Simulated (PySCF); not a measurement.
# C4H9F: the cost of one run

Computed with PySCF 2.14.0, with density-fitted response routines of our own, on a single molecule in the gas phase. Atoms are numbered from 0 throughout.

## Step 1: The molecule as given

14 atoms, charge 0, multiplicity 1; geometry from: MMFF94s. The atoms were then displaced at random by about 0.03 Å, so the start is not that level's minimum.

Bonds of the start (Å): C0–C1 1.57, C1–C2 1.55, C1–C3 1.49, C1–F4 1.35, C0–H5 1.16, C0–H6 1.12, C0–H7 1.01, C2–H8 1.00, C2–H9 1.10, C2–H10 1.11, C3–H11 1.05, C3–H12 1.21, C3–H13 1.22.

## Step 2: Geometry optimisation at PBE0-D3(BJ)/def2-SVP

Job settings and geometry (Å):

```
{"job": {"xc": "PBE0", "basis": "def2-SVP", "d3": "d3bj", "grid": 1, "shake": 0.03, "kind": "geom"}, "charge": 0, "multiplicity": 1}
C      1.316420    -0.056120    -0.722190
C      0.144550    -0.086840     0.315030
C     -0.862280    -1.220530    -0.008090
C     -0.479270     1.256660     0.456690
F      0.754020    -0.365710     1.485320
H      0.831470     0.252960    -1.732420
H      2.003230     0.799210    -0.475760
H      1.865170    -0.900640    -0.805820
H     -1.327860    -1.044640    -0.874840
H     -1.557270    -1.316290     0.842860
H     -0.293510    -2.177170    -0.001020
H      0.132040     2.054530     0.762450
H     -1.172760     1.563440    -0.488520
H     -1.373370     1.197300     1.289530
```

Run with:

```sh
$ OMP_NUM_THREADS=1 python probes_run.py task.json out
```

One launch serves the whole session: the jobs run in the order shown.

Q: Estimate the wall time and peak memory of this first job on 1 thread of AMD EPYC 9R14, shared host.

About 30 s, with a peak of 0.49 GiB.
